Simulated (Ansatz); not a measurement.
Harmonic frequencies (cm⁻¹) at PBE0-D4/def2-TZVP from Ansatz: 173, 173, 831, 1188, 1188, 1284, 1481, 1487, 1487, 2912, 2940, 2940.

(1) Which molecule is it?
A. `[Li][O]C`
B. `[Li][S]C`
C. `[Li][SH]`
D. `[Li][OH]`

Answers

(1) A.
